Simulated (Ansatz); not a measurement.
# NHS (triplet): wB97M-V, B2PLYP over vertical spin and charge gaps, def2-QZVPP

Aim: run NHS (triplet) with these functionals over vertical spin and charge gaps, and hold them against the top wave-function level at the same points.

Computed with Ansatz 0.2.0, Gaussian basis. Level: def2-QZVPP, all electrons in the functionals, frozen cores in the correlation of double hybrids and RPA.

Plan: wB97M-V, B2PLYP, at charge 0, triplet; charge 0, singlet; charge 0, quintet; charge 1, doublet; charge 1, quartet.

2 further runs of the same task are left out: 2 set aside as unsound or not needed.

### 1 The system

The geometry is a PBE0/def2-TZVP stationary point (not a proven minimum).

3 atoms, charge 0, spin multiplicity 3.

Atoms are counted from 1 here; the program's logs count them from 0.

Bond lengths: N1–S2 1.625 Å, S2–H3 1.355 Å. Angles: N1–S2–H3 98.1°.

Coordinates:

```xyz
3
charge 0, multiplicity 3
N     0.0000    0.0577    1.1447
S     0.0000   -0.0648   -0.4759
H     0.0000    1.2584   -0.7673
```

No dispersion term is added; wB97M-V holds VV10 nonlocal correlation.

The geometry shown and the zero of energy belong to the point charge 0, triplet. The yardstick, UCCSD(T), and other wave-function levels (R restricted, U unrestricted, valence and pair active spaces) come from earlier runs.

### 2 wB97M-V, charge 0, triplet

File in.yaml:

```yaml
crystal:
  periodic: [false, false, false]
  atoms:
    - {symbol: N, position_ang: [0.000000, 0.057746, 1.144666]}
    - {symbol: S, position_ang: [0.000000, -0.064782, -0.475896]}
    - {symbol: H, position_ang: [0.000000, 1.258410, -0.767310]}
basis:
  gaussian: {orbitals: "def2-QZVPP.json"}
magnetization: {spin_polarized: true, initial_magnetization: 2}
hamiltonian: {xc: {name: wB97M-V}}
output: {orbitals: {seedname: orbitals}}
```

Run with:

```bash
> ansatz run in.yaml --threads 1 --pin off --events-out ev --progress --plain --max-ram 2393MiB
```

Log (excerpt; [...] marks lines left out):

```text
Functional definition: wB97M-V
  name "wB97M-V"
  cite "Mardirossian & Head-Gordon, J. Chem. Phys. 144, 214110 (2016) doi:10.1063/1.4952647"
  cite "Becke, J. Chem. Phys. 107, 8554 (1997) doi:10.1063/1.475007"
  cite "Vydrov & Van Voorhis, J. Chem. Phys. 133, 244103 (2010) doi:10.1063/1.3521275"
  # Of w^i u^j: cxij and so on, Table III.
[...]
  gx(w, u) = 1 - cx + cx01*u + cx10*w
  gss(w, u) = css00 + css04*u^4 + css10*w + css20*w^2 + css43*w^4*u^3
  gos(w, u) = cos00 + cos10*w + (cos20 + cos21*u)*w^2 + (cos60 + cos61*u)*w^6
[...]
      + integral(e_c_pw_mod_opposite_spin*gos(b97_w_opposite, b97_u_opposite)) + vv10(b, c)
581 factors; their error is unknown
117 factors; integrals over basis functions are off by at most 4.2e-5 eV
[...]
mean field -12338.71858937 eV, -453.4395446755 hartree, gradient 3.8e-5 eV, S^2 2.011053; 0 other end points of the search recorded, 0 dependent functions left out
reference -12338.71862484 eV, -453.4395459791 hartree; 13, 11 occupied and 144, 146 virtual orbitals, 581 factors
Total energy: -12338.71862484 eV, -453.4395459791 hartree
```

Wall time 16 s (1 thread of Arm Neoverse N1, shared host); peak memory 0.31 GiB.

From the report: ⟨S²⟩ of the determinant 2.011 (pure triplet: 2.00).

### 3 wB97M-V, charge 0, singlet

Edit in.yaml of step 2 so:

```diff
@@ -8,3 +8,3 @@
   gaussian: {orbitals: "def2-QZVPP.json"}
-magnetization: {spin_polarized: true, initial_magnetization: 2}
+magnetization: {spin_polarized: true, initial_magnetization: 0}
 hamiltonian: {xc: {name: wB97M-V}}
```

The command is unchanged.

Log (excerpt; [...] marks lines left out):

```text
Functional definition: wB97M-V
  name "wB97M-V"
  cite "Mardirossian & Head-Gordon, J. Chem. Phys. 144, 214110 (2016) doi:10.1063/1.4952647"
  cite "Becke, J. Chem. Phys. 107, 8554 (1997) doi:10.1063/1.475007"
  cite "Vydrov & Van Voorhis, J. Chem. Phys. 133, 244103 (2010) doi:10.1063/1.3521275"
  # Of w^i u^j: cxij and so on, Table III.
[...]
  gx(w, u) = 1 - cx + cx01*u + cx10*w
  gss(w, u) = css00 + css04*u^4 + css10*w + css20*w^2 + css43*w^4*u^3
  gos(w, u) = cos00 + cos10*w + (cos20 + cos21*u)*w^2 + (cos60 + cos61*u)*w^6
[...]
      + integral(e_c_pw_mod_opposite_spin*gos(b97_w_opposite, b97_u_opposite)) + vv10(b, c)
581 factors; their error is unknown
117 factors; integrals over basis functions are off by at most 4.2e-5 eV
[...]
mean field -12338.65101095 eV, -453.4370612145 hartree, gradient 1.1e-5 eV, S^2 0.411962; 5 other end points of the search recorded, 0 dependent functions left out
reference -12338.65104706 eV, -453.4370625415 hartree; 12, 12 occupied and 145, 145 virtual orbitals, 581 factors
Total energy: -12338.65104706 eV, -453.4370625415 hartree
```

It took 70 s on 1 thread of Arm Neoverse N1, shared host; peak memory 0.41 GiB.

From the report: ⟨S²⟩ of the determinant 0.412 (pure singlet: 0.00).

From charge 0, triplet: +0.068 eV.

### 4 wB97M-V, charge 0, quintet

Edit in.yaml of step 3 so:

```diff
@@ -8,3 +8,3 @@
   gaussian: {orbitals: "def2-QZVPP.json"}
-magnetization: {spin_polarized: true, initial_magnetization: 0}
+magnetization: {spin_polarized: true, initial_magnetization: 4}
 hamiltonian: {xc: {name: wB97M-V}}
```

Same command.

Log (excerpt; [...] marks lines left out):

```text
Functional definition: wB97M-V
  name "wB97M-V"
  cite "Mardirossian & Head-Gordon, J. Chem. Phys. 144, 214110 (2016) doi:10.1063/1.4952647"
  cite "Becke, J. Chem. Phys. 107, 8554 (1997) doi:10.1063/1.475007"
  cite "Vydrov & Van Voorhis, J. Chem. Phys. 133, 244103 (2010) doi:10.1063/1.3521275"
  # Of w^i u^j: cxij and so on, Table III.
[...]
  gx(w, u) = 1 - cx + cx01*u + cx10*w
  gss(w, u) = css00 + css04*u^4 + css10*w + css20*w^2 + css43*w^4*u^3
  gos(w, u) = cos00 + cos10*w + (cos20 + cos21*u)*w^2 + (cos60 + cos61*u)*w^6
[...]
      + integral(e_c_pw_mod_opposite_spin*gos(b97_w_opposite, b97_u_opposite)) + vv10(b, c)
581 factors; their error is unknown
117 factors; integrals over basis functions are off by at most 4.2e-5 eV
[...]
mean field -12332.20161787 eV, -453.2000503904 hartree, gradient 1.2e-5 eV, S^2 6.008267; 3 other end points of the search recorded, 0 dependent functions left out
reference -12332.20165127 eV, -453.2000516178 hartree; 14, 10 occupied and 143, 147 virtual orbitals, 581 factors
Total energy: -12332.20165127 eV, -453.2000516178 hartree
```

Run time: 45 s. Hardware: 1 thread of Arm Neoverse N1, shared host; peak memory 0.4 GiB.

From the report: ⟨S²⟩ of the determinant 6.008 (pure quintet: 6.00).

From charge 0, triplet: +6.517 eV.

### 5 wB97M-V, charge 1, doublet

Edit in.yaml of step 4 so:

```diff
@@ -8,3 +8,4 @@
   gaussian: {orbitals: "def2-QZVPP.json"}
-magnetization: {spin_polarized: true, initial_magnetization: 4}
+total_charge: 1
+magnetization: {spin_polarized: true, initial_magnetization: 1}
 hamiltonian: {xc: {name: wB97M-V}}
```

Launched as before.

Log (excerpt; [...] marks lines left out):

```text
Functional definition: wB97M-V
  name "wB97M-V"
  cite "Mardirossian & Head-Gordon, J. Chem. Phys. 144, 214110 (2016) doi:10.1063/1.4952647"
  cite "Becke, J. Chem. Phys. 107, 8554 (1997) doi:10.1063/1.475007"
  cite "Vydrov & Van Voorhis, J. Chem. Phys. 133, 244103 (2010) doi:10.1063/1.3521275"
  # Of w^i u^j: cxij and so on, Table III.
[...]
  gx(w, u) = 1 - cx + cx01*u + cx10*w
  gss(w, u) = css00 + css04*u^4 + css10*w + css20*w^2 + css43*w^4*u^3
  gos(w, u) = cos00 + cos10*w + (cos20 + cos21*u)*w^2 + (cos60 + cos61*u)*w^6
[...]
      + integral(e_c_pw_mod_opposite_spin*gos(b97_w_opposite, b97_u_opposite)) + vv10(b, c)
581 factors; their error is unknown
117 factors; integrals over basis functions are off by at most 4.2e-5 eV
[...]
mean field -12329.25940352 eV, -453.0919260070 hartree, gradient 6.3e-5 eV, S^2 0.833409; 2 other end points of the search recorded, 0 dependent functions left out
reference -12329.25943922 eV, -453.0919273190 hartree; 12, 11 occupied and 145, 146 virtual orbitals, 581 factors
Total energy: -12329.25943922 eV, -453.0919273190 hartree
```

Run time: 25 s. Hardware: 1 thread of Arm Neoverse N1, shared host; peak memory 0.32 GiB.

From the report: ⟨S²⟩ of the determinant 0.833 (pure doublet: 0.75).

From charge 0, triplet: +9.459 eV.

### 6 wB97M-V, charge 1, quartet

Edit in.yaml of step 5 so:

```diff
@@ -9,3 +9,3 @@
 total_charge: 1
-magnetization: {spin_polarized: true, initial_magnetization: 1}
+magnetization: {spin_polarized: true, initial_magnetization: 3}
 hamiltonian: {xc: {name: wB97M-V}}
```

The command is unchanged.

Log (excerpt; [...] marks lines left out):

```text
Functional definition: wB97M-V
  name "wB97M-V"
  cite "Mardirossian & Head-Gordon, J. Chem. Phys. 144, 214110 (2016) doi:10.1063/1.4952647"
  cite "Becke, J. Chem. Phys. 107, 8554 (1997) doi:10.1063/1.475007"
  cite "Vydrov & Van Voorhis, J. Chem. Phys. 133, 244103 (2010) doi:10.1063/1.3521275"
  # Of w^i u^j: cxij and so on, Table III.
[...]
  gx(w, u) = 1 - cx + cx01*u + cx10*w
  gss(w, u) = css00 + css04*u^4 + css10*w + css20*w^2 + css43*w^4*u^3
  gos(w, u) = cos00 + cos10*w + (cos20 + cos21*u)*w^2 + (cos60 + cos61*u)*w^6
[...]
      + integral(e_c_pw_mod_opposite_spin*gos(b97_w_opposite, b97_u_opposite)) + vv10(b, c)
581 factors; their error is unknown
117 factors; integrals over basis functions are off by at most 4.2e-5 eV
[...]
mean field -12326.72309594 eV, -452.9987184229 hartree, gradient 6.4e-6 eV, S^2 3.758045; 2 other end points of the search recorded, 0 dependent functions left out
reference -12326.72313146 eV, -452.9987197281 hartree; 13, 10 occupied and 144, 147 virtual orbitals, 581 factors
Total energy: -12326.72313146 eV, -452.9987197281 hartree
```

Wall time 57 s (1 thread of Arm Neoverse N1, shared host); peak memory 0.41 GiB.

From the report: ⟨S²⟩ of the determinant 3.758 (pure quartet: 3.75).

From charge 0, triplet: +11.995 eV.

### 7 B2PLYP, charge 0, triplet

File in.yaml:

```yaml
crystal:
  periodic: [false, false, false]
  atoms:
    - {symbol: N, position_ang: [0.000000, 0.057746, 1.144666]}
    - {symbol: S, position_ang: [0.000000, -0.064782, -0.475896]}
    - {symbol: H, position_ang: [0.000000, 1.258410, -0.767310]}
basis:
  gaussian: {orbitals: "def2-QZVPP.json"}
magnetization: {spin_polarized: true, initial_magnetization: 2}
hamiltonian: {xc: {name: B2PLYP}}
correlation: {electrons: outside_noble_gas}
```

Launched as before.

Log (excerpt; [...] marks lines left out):

```text
Functional definition: B2PLYP
  name "B2PLYP"
  cite "Grimme, J. Chem. Phys. 124, 034108 (2006) doi:10.1063/1.2148954"
  cite "Becke, Phys. Rev. A 38, 3098 (1988) doi:10.1103/PhysRevA.38.3098"
  cite "Lee, Yang & Parr, Phys. Rev. B 37, 785 (1988) doi:10.1103/PhysRevB.37.785"
[...]
951 factors; integrals over basis functions are off by at most 9.8e-4 eV
[...]
mean field -12332.38181680 eV, -453.2066725786 hartree, gradient 5.3e-6 eV, S^2 2.022379; 0 other end points of the search recorded, 0 dependent functions left out
6 core orbitals not correlated: weight in the atoms' cores, before any rotation towards them, 1.000 or more for the frozen orbitals, at most 0.000 for the correlated occupied ones
reference -12332.38194200 eV, -453.2066771798 hartree; 7, 5 occupied and 144, 146 virtual orbitals, 951 factors
second order -11.55091167 eV of doubles, -0.00000000 eV of singles
Total energy: -12335.50068815 eV, -453.3212889869 hartree
```

Wall time 11 s (1 thread of Arm Neoverse N1, shared host); peak memory 0.29 GiB.

From the report: ⟨S²⟩ of the determinant 2.022 (pure triplet: 2.00).

### 8 B2PLYP, charge 0, singlet

Edit in.yaml of step 7 so:

```diff
@@ -8,3 +8,3 @@
   gaussian: {orbitals: "def2-QZVPP.json"}
-magnetization: {spin_polarized: true, initial_magnetization: 2}
+magnetization: {spin_polarized: true, initial_magnetization: 0}
 hamiltonian: {xc: {name: B2PLYP}}
```

The command is unchanged.

Log (excerpt; [...] marks lines left out):

```text
Functional definition: B2PLYP
  name "B2PLYP"
  cite "Grimme, J. Chem. Phys. 124, 034108 (2006) doi:10.1063/1.2148954"
  cite "Becke, Phys. Rev. A 38, 3098 (1988) doi:10.1103/PhysRevA.38.3098"
  cite "Lee, Yang & Parr, Phys. Rev. B 37, 785 (1988) doi:10.1103/PhysRevB.37.785"
[...]
951 factors; integrals over basis functions are off by at most 9.8e-4 eV
[...]
mean field -12332.13461036 eV, -453.1975879096 hartree, gradient 3.5e-6 eV, S^2 0.791744; 5 other end points of the search recorded, 0 dependent functions left out
6 core orbitals not correlated: weight in the atoms' cores, before any rotation towards them, 1.000 or more for the frozen orbitals, at most 0.000 for the correlated occupied ones
reference -12332.13473593 eV, -453.1975925242 hartree; 6, 6 occupied and 145, 145 virtual orbitals, 951 factors
second order -12.28031737 eV of doubles, -0.00000000 eV of singles
Total energy: -12335.45042162 eV, -453.3194417259 hartree
```

Wall time 27 s (1 thread of Arm Neoverse N1, shared host); peak memory 0.31 GiB.

From the report: ⟨S²⟩ of the determinant 0.792 (pure singlet: 0.00). The determinant is far from a pure spin state, so its energy mixes those of several spin states (harmless only where they are near-degenerate, as at dissociation).

From charge 0, triplet: +0.050 eV.

### 9 B2PLYP, charge 0, quintet

Edit in.yaml of step 8 so:

```diff
@@ -8,3 +8,3 @@
   gaussian: {orbitals: "def2-QZVPP.json"}
-magnetization: {spin_polarized: true, initial_magnetization: 0}
+magnetization: {spin_polarized: true, initial_magnetization: 4}
 hamiltonian: {xc: {name: B2PLYP}}
```

Same command.

Log (excerpt; [...] marks lines left out):

```text
Functional definition: B2PLYP
  name "B2PLYP"
  cite "Grimme, J. Chem. Phys. 124, 034108 (2006) doi:10.1063/1.2148954"
  cite "Becke, Phys. Rev. A 38, 3098 (1988) doi:10.1103/PhysRevA.38.3098"
  cite "Lee, Yang & Parr, Phys. Rev. B 37, 785 (1988) doi:10.1103/PhysRevB.37.785"
[...]
951 factors; integrals over basis functions are off by at most 9.8e-4 eV
[...]
mean field -12326.23505493 eV, -452.9807832464 hartree, gradient 6.7e-6 eV, S^2 6.016904; 4 other end points of the search recorded, 0 dependent functions left out
6 core orbitals not correlated: weight in the atoms' cores, before any rotation towards them, 1.000 or more for the frozen orbitals, at most 0.000 for the correlated occupied ones
reference -12326.23518113 eV, -452.9807878841 hartree; 8, 4 occupied and 143, 147 virtual orbitals, 951 factors
second order -10.29523027 eV of doubles, -0.00000000 eV of singles
Total energy: -12329.01489330 eV, -453.0829404223 hartree
```

Wall time 18 s (1 thread of Arm Neoverse N1, shared host); peak memory 0.29 GiB.

From the report: ⟨S²⟩ of the determinant 6.017 (pure quintet: 6.00).

From charge 0, triplet: +6.486 eV.

### 10 B2PLYP, charge 1, doublet

Edit in.yaml of step 9 so:

```diff
@@ -8,3 +8,4 @@
   gaussian: {orbitals: "def2-QZVPP.json"}
-magnetization: {spin_polarized: true, initial_magnetization: 4}
+total_charge: 1
+magnetization: {spin_polarized: true, initial_magnetization: 1}
 hamiltonian: {xc: {name: B2PLYP}}
```

Launched as before.

Log (excerpt; [...] marks lines left out):

```text
Functional definition: B2PLYP
  name "B2PLYP"
  cite "Grimme, J. Chem. Phys. 124, 034108 (2006) doi:10.1063/1.2148954"
  cite "Becke, Phys. Rev. A 38, 3098 (1988) doi:10.1103/PhysRevA.38.3098"
  cite "Lee, Yang & Parr, Phys. Rev. B 37, 785 (1988) doi:10.1103/PhysRevB.37.785"
[...]
951 factors; integrals over basis functions are off by at most 9.8e-4 eV
[...]
mean field -12322.93136236 eV, -452.8593747838 hartree, gradient 6.3e-6 eV, S^2 1.102171; 1 other end points of the search recorded, 0 dependent functions left out
6 core orbitals not correlated: weight in the atoms' cores, before any rotation towards them, 1.000 or more for the frozen orbitals, at most 0.000 for the correlated occupied ones
reference -12322.93147865 eV, -452.8593790575 hartree; 6, 5 occupied and 145, 146 virtual orbitals, 951 factors
second order -11.16157405 eV of doubles, -0.00000000 eV of singles
Total energy: -12325.94510365 eV, -452.9701277333 hartree
```

It took 21 s on 1 thread of Arm Neoverse N1, shared host; peak memory 0.31 GiB.

From the report: ⟨S²⟩ of the determinant 1.102 (pure doublet: 0.75).

From charge 0, triplet: +9.556 eV.

### 11 B2PLYP, charge 1, quartet

Edit in.yaml of step 10 so:

```diff
@@ -9,3 +9,3 @@
 total_charge: 1
-magnetization: {spin_polarized: true, initial_magnetization: 1}
+magnetization: {spin_polarized: true, initial_magnetization: 3}
 hamiltonian: {xc: {name: B2PLYP}}
```

Launched as before.

Log (excerpt; [...] marks lines left out):

```text
Functional definition: B2PLYP
  name "B2PLYP"
  cite "Grimme, J. Chem. Phys. 124, 034108 (2006) doi:10.1063/1.2148954"
  cite "Becke, Phys. Rev. A 38, 3098 (1988) doi:10.1103/PhysRevA.38.3098"
  cite "Lee, Yang & Parr, Phys. Rev. B 37, 785 (1988) doi:10.1103/PhysRevB.37.785"
[...]
951 factors; integrals over basis functions are off by at most 9.8e-4 eV
[...]
mean field -12320.98698204 eV, -452.7879201249 hartree, gradient 7.0e-6 eV, S^2 3.768348; 2 other end points of the search recorded, 0 dependent functions left out
6 core orbitals not correlated: weight in the atoms' cores, before any rotation towards them, 1.000 or more for the frozen orbitals, at most 0.000 for the correlated occupied ones
reference -12320.98709746 eV, -452.7879243666 hartree; 7, 4 occupied and 144, 147 virtual orbitals, 951 factors
second order -9.39825669 eV of doubles, -0.00000000 eV of singles
Total energy: -12323.52462676 eV, -452.8811768486 hartree
```

Run time: 13 s. Hardware: 1 thread of Arm Neoverse N1, shared host; peak memory 0.29 GiB.

From the report: ⟨S²⟩ of the determinant 3.768 (pure quartet: 3.75).

From charge 0, triplet: +11.976 eV.

### 12 Against the wave-function levels

No level is safe as a reference over these points; UCCSD(T) serves as a yardstick only. It comes from earlier runs at the same points. Energies in eV, counted from charge 0, triplet; blanks weren't run or aren't comparable.

| level | triplet to singlet | triplet to quintet | ionisation to the doublet cation | ionisation to the quartet cation |
| --- | --- | --- | --- | --- |
| UCCSD(T) |  | 6.481 | 9.358 | 11.975 |
| wB97M-V | 0.068 | 6.517 | 9.459 | 11.995 |
| B2PLYP | 0.050 | 6.486 | 9.556 | 11.976 |

Largest miss and mean time a point (UCCSD(T) took 70 s a point; shared hosts):

| level | largest miss (eV) | where | time a point |
| --- | --- | --- | --- |
| wB97M-V | +0.101 | ionisation to the doublet cation | 43 s |
| B2PLYP | +0.197 | ionisation to the doublet cation | 18 s |

### 13 Outcome

| quantity | value |
| --- | --- |
| triplet to quintet, UCCSD(T) | 6.481 eV |
| ionisation to the doublet cation, UCCSD(T) | 9.358 eV |
| ionisation to the quartet cation, UCCSD(T) | 11.975 eV |
| largest miss, wB97M-V | +0.101 eV (ionisation to the doublet cation) |
| largest miss, B2PLYP | +0.197 eV (ionisation to the doublet cation) |

**Reading.** Misses are known at 3 of 4 points at best, and only functionals with that many are ranked. Of the functionals, wB97M-V keep the smallest largest miss at the points compared (at most 0.101 eV) and B2PLYP strays most (0.197 eV, at ionisation to the doublet cation). wB97M-V, B2PLYP clearly break the spin symmetry at some points (⟨S²⟩ up to 0.79 above the pure value), so energy there is bought with a mixed spin. Functionals and the yardstick converge differently with the basis, so part of each miss in def2-QZVPP is the basis. The yardstick itself may be off where one determinant is a poor start.
